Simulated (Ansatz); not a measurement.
# C₂HNO: one species, many methods

Aim: compute C₂HNO with functionals from several rungs and with coupled cluster. The yardstick is the atomisation energy at the CCSD(T) limit.

Computed with Ansatz 0.2.0, Gaussian basis. Level: functionals in def2-TZVPP, the program's frozen cores in correlated methods.

The runs, in order: LDA (SPW92), PBE-D4, revPBE-D4, BLYP-D4, r2SCAN-D4, B97M-V, PBE0-D4, B3LYP-D4, r2SCANh-D4, r2SCAN0-D4, HSE06-D4, BHLYP-D4, CAM-B3LYP-D4, LC-ωPBE, ωB97X-V, ωB97M-V, B2PLYP, PBE-QIDH; CCSD(T)/def2-SVP; CCSD(T)/def2-TZVPP; MP2/def2-QZVPP; extrapolation to the limit; RPA on PBE.

## Step 1: Structure used throughout

All runs share one geometry, relaxed beforehand with PBE0-D4 in a triple-zeta def2 set.

SMILES `N=C=C=O`, 5 atoms, charge 0, spin multiplicity 1.

Atoms are counted from 1 here; the program's logs count them from 0.

Bond lengths: N1–C2 1.251 Å, N1–H5 1.024 Å, C2–C3 1.359 Å, C3–O4 1.159 Å. Angles: C2–N1–H5 110.6°, N1–C2–C3 136.7°, C2–C3–O4 154.6°.

Geometry (Å):

```xyz
5
charge 0, multiplicity 1
N     0.0945    1.2139    0.4646
C    -0.0381    0.1575   -0.1912
C     0.0521   -1.1769    0.0523
O     0.0096   -2.2990   -0.2360
H    -0.0681    2.0309   -0.1311
```

## Step 2: LDA

This LDA is Slater exchange with PW92 correlation.

Contents of in.yaml:

```yaml
crystal:
  periodic: [false, false, false]
  atoms:
    - {symbol: N, position_ang: [0.094465, 1.213940, 0.464592]}
    - {symbol: C, position_ang: [-0.038134, 0.157466, -0.191210]}
    - {symbol: C, position_ang: [0.052083, -1.176945, 0.052339]}
    - {symbol: O, position_ang: [0.009552, -2.299027, -0.235953]}
    - {symbol: H, position_ang: [-0.068067, 2.030866, -0.131067]}
basis:
  gaussian: {orbitals: def2-TZVPP}
hamiltonian: {xc: lda}
output: {orbitals: {seedname: orbitals}}
```

The run is started by

```bash
> ansatz run in.yaml --threads 2 --pin off --events-out ev --progress --plain --max-ram 4352MiB
```

The runs that follow: PBE-D4 (GGA); revPBE-D4 (GGA); BLYP-D4 (GGA); r2SCAN-D4 (meta-GGA); B97M-V (meta-GGA); B3LYP-D4 (hybrid); r2SCANh-D4 (hybrid); r2SCAN0-D4 (hybrid); HSE06-D4 (hybrid); BHLYP-D4 (hybrid); CAM-B3LYP-D4 (range-separated); LC-ωPBE (range-separated); ωB97X-V (range-separated); ωB97M-V (range-separated); B2PLYP (double hybrid); PBE-QIDH (double hybrid); CCSD(T) in def2-SVP; CCSD(T) in def2-TZVPP; MP2 in def2-QZVPP; RPA on PBE orbitals.

Q: Predict the results of all the runs planned. Wanted: atomisation energy, CCSD(T)/CBS; farthest beyond LDA; mean size of error, GGA; mean size of error, meta-GGA; mean size of error, hybrid; mean size of error, range-separated; mean size of error, double hybrid; gap, smallest and largest; T1 diagnostic.

As calculated:

| quantity | value |
| --- | --- |
| atomisation energy, CCSD(T)/CBS | 22.902 eV |
| functionals within 0.115 eV (0.5 %) | r2SCANh-D4, LC-ωPBE, ωB97X-V, B2PLYP |
| farthest beyond LDA | PBE-D4 (+2.019 eV) |
| mean size of error, GGA | 1.419 eV |
| mean size of error, meta-GGA | 0.415 eV |
| mean size of error, hybrid | 0.631 eV |
| mean size of error, range-separated | 0.140 eV |
| mean size of error, double hybrid | 0.164 eV |
| gap, smallest and largest | 0.92 eV (LDA (SPW92)), 8.31 eV (LC-ωPBE) |
| T1 diagnostic | 0.0194 |
| triples share of the correlation energy | 5.3 % |

What this shows: LDA overbinds by 5.323 eV (23 %). PBE-D4 misses by +2.019 eV. Double hybrids carry the basis error of their MP2 part in triple zeta, and no dispersion term here, so their miss is partly the set-up's. Taken by rung, range-separated functionals do best (0.140 eV on average) and GGA ones worst beyond LDA (1.419 eV). The gap between the best rungs is small, so their order is not settled. The reference freezes the cores and leaves out relativity and excitations past (T), so misses under about 0.115 eV can't be ranked. Hartree-Fock recovers 59 % of the binding; the rest is correlation. CCSD(T) in def2-SVP is off by -1.229 eV, so the small basis spoils what the method gains. Orbital gaps span 0.9 to 8.3 eV; exact exchange widens them. The restricted reference is unstable towards a spin-broken one.
